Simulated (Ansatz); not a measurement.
Z-matrix (Å, degrees):
```
C
N 1 1.488
H 1 1.088 2 109.1
H 1 1.088 2 109.1 3 120.4
H 1 1.089 2 108.4 3 -119.8
C 2 1.488 1 111.6 3 -177.4
C 2 1.488 1 111.6 3 57.0
H 2 1.021 1 107.3 3 -60.2
H 6 1.088 2 109.1 1 177.4
H 6 1.089 2 108.4 1 -62.8
H 6 1.088 2 109.1 1 57.0
H 7 1.088 2 109.1 1 -177.4
H 7 1.089 2 108.4 1 62.8
H 7 1.088 2 109.1 1 -57.0
```

Charge 1, multiplicity 1.

List the PBE/def2-TZVPP orbital energies in eV (Ansatz 0.2.0). (Estimate.)

Ansatz gave: Occupied: -389.28, -275.25, -275.25, -275.25, -30.77, -23.67, -23.67, -21.84, -19.16, -17.72, -17.72, -15.52, -15.52, -14.91, -14.89, -14.89, -14.73. Lowest empty: -5.35, -3.74, -3.54, -3.01, -3.01, -2.91, -2.91, -2.77.
